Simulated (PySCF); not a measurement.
PySCF input (CCSD(T)/cc-pVDZ):

```python
from pyscf import gto, scf, mp, cc as ccmod

mol = gto.M(
    atom='''
    S    -0.01709357    0.00412436    0.36533252
    O     0.02559840    1.23445278   -0.37891730
    O     0.00858873   -1.24270151   -0.35174774
    ''',
    basis='cc-pvdz',
    charge=0,
    spin=0,
    verbose=4,
)

mf = scf.RHF(mol)
mf.conv_tol = 1e-10
mf.max_cycle = 100
mf.kernel()
mp2 = mp.MP2(mf, frozen=7).run()
cc = ccmod.CCSD(mf, frozen=7)
cc.max_cycle = 100
cc.kernel()
et = cc.ccsd_t()
print(f'E(CCSD(T)) = {cc.e_tot + et:.9f}')
```

End of the output:

```
Extra cycle  E= -547.17899073679  delta_E= -4.32e-12  |g|= 1.13e-06  |ddm|= 3.96e-06
converged SCF energy = -547.17899073679

******** <class 'pyscf.mp.mp2.RMP2'> ********
nocc = 9, nmo = 39
frozen orbitals 7
E(RMP2) = -547.698183492451  E_corr = -0.519192755661788
E(SCS-RMP2) = -547.67634361167  E_corr = -0.49735287488062
E_corr(same-spin) = -0.145013575284837
E_corr(oppo-spin) = -0.374179180376951

******** <class 'pyscf.cc.ccsd.CCSD'> ********
CC2 = 0
CCSD nocc = 9, nmo = 39
frozen orbitals 7
max_cycle = 100
direct = 0
conv_tol = 1e-07
conv_tol_normt = 1e-05
diis_space = 6
diis_start_cycle = 0
diis_start_energy_diff = 1e+09
Init t2, MP2 energy = -547.698183511496  E_corr(MP2) -0.51919277470617
Init E_corr(CCSD) = -0.519192774706836
cycle = 1  E_corr(CCSD) = -0.491480066446553  dE = 0.0277127083  norm(t1,t2) = 0.0921123
cycle = 2  E_corr(CCSD) = -0.517569045429531  dE = -0.026088979  norm(t1,t2) = 0.0399208
cycle = 3  E_corr(CCSD) = -0.513790664115667  dE = 0.00377838131  norm(t1,t2) = 0.0230963
cycle = 4  E_corr(CCSD) = -0.516273569645921  dE = -0.00248290553  norm(t1,t2) = 0.00717123
cycle = 5  E_corr(CCSD) = -0.516553305382646  dE = -0.000279735737  norm(t1,t2) = 0.00161974
cycle = 6  E_corr(CCSD) = -0.516324750741363  dE = 0.000228554641  norm(t1,t2) = 0.000518241
cycle = 7  E_corr(CCSD) = -0.516315418827674  dE = 9.33191369e-06  norm(t1,t2) = 0.000134367
cycle = 8  E_corr(CCSD) = -0.516327125256353  dE = -1.17064287e-05  norm(t1,t2) = 4.10593e-05
cycle = 9  E_corr(CCSD) = -0.516323790121069  dE = 3.33513528e-06  norm(t1,t2) = 1.63732e-05
cycle = 10  E_corr(CCSD) = -0.516323983819443  dE = -1.93698374e-07  norm(t1,t2) = 5.65348e-06
cycle = 11  E_corr(CCSD) = -0.516324020119589  dE = -3.63001466e-08  norm(t1,t2) = 1.47901e-06
CCSD converged
E(CCSD) = -547.6953147569092  E_corr = -0.5163240201195891
CCSD(T) correction = -0.0205682574803788
E(CCSD(T)) = -547.715883014
```
